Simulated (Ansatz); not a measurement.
**Scan of [BH2···H···H], doublet**

All five atoms lie in one plane.

Starting geometry:

```yaml
atoms:
  - { symbol: B, position_ang: [-0.1673, 0.0000, 0.0000] }
  - { symbol: H, position_ang: [-0.7640, 1.0336, 0.0000] }
  - { symbol: H, position_ang: [-0.7640, -1.0336, 0.0000] }
  - { symbol: H, position_ang: [1.0262, 0.0000, 0.0000] }
  - { symbol: H, position_ang: [2.2957, 0.0000, 0.0000] }
```

From there H4 is moved from one fragment to the other while all else, the fragments' distance too, stays fixed, so the hump isn't the reaction's barrier; atoms are numbered as listed. Energies are in kcal/mol, counted from the starting geometry at the same level.

Basis 6-31G; Ansatz 0.2.0. Only valence electrons are correlated (noble-gas cores frozen). Prefix R: restricted or restricted open-shell reference; prefix U: unrestricted. Active spaces: valence = (7e, 8o) chosen from the atoms' valence shells.

Runs in a small pair space aren't shown, since their orbitals change along the scan.

Full CI is exact within this basis and frozen core; it isn't the basis-set limit. The frozen core follows each run's orbitals, which can shift R against U totals by a few meV.

```
distance B1-H4 (Å)  full CI  unpaired electrons (full CI)  error UCCSD  error UCCSD(T)  error BCCD(T)  error RCCSDT  error UCCSDT  error NEVPT2 (valence space)
             1.110      2.1                          1.01         -0.1             0.0            0.0           0.0           0.0                           0.1
             1.194      0.0                          1.01          0.0             0.0            0.0           0.0           0.0                           0.0
             1.268      1.0                          1.02          0.1             0.0            0.0           0.0           0.0                           0.0
             1.343      3.1                          1.02          0.1             0.0            0.0           0.0           0.0                          -0.1
             1.418      5.2                          1.02          0.2             0.1            0.1           0.0           0.0                           0.0
             1.493      6.2                          1.02          0.2             0.1            0.1           0.0           0.0                           0.1
             1.568      5.9                          1.02          0.1             0.1            0.1           0.0           0.0                           0.2
             1.643      4.9                          1.02          0.1             0.1            0.0           0.0           0.0                           0.5
             1.718      4.8                          1.02          0.0             0.0            0.0           0.0           0.0                           0.7
```

Unpaired electrons are Σ n²(2−n)² over natural occupations. Errors are those of relative energies. In total energy the starting point itself misses full CI by: UCCSD 0.8, UCCSD(T) 0.2, BCCD(T) 0.2, RCCSDT 0.0, UCCSDT 0.0, NEVPT2 (valence space) 4.4 kcal/mol.

Spread of the error over the points with a reference, to 1.718 Å (largest less smallest): UCCSDT 0.0, RCCSDT 0.0, BCCD(T) 0.1, UCCSD(T) 0.1, UCCSD 0.2, NEVPT2 (valence space) 0.8 kcal/mol.
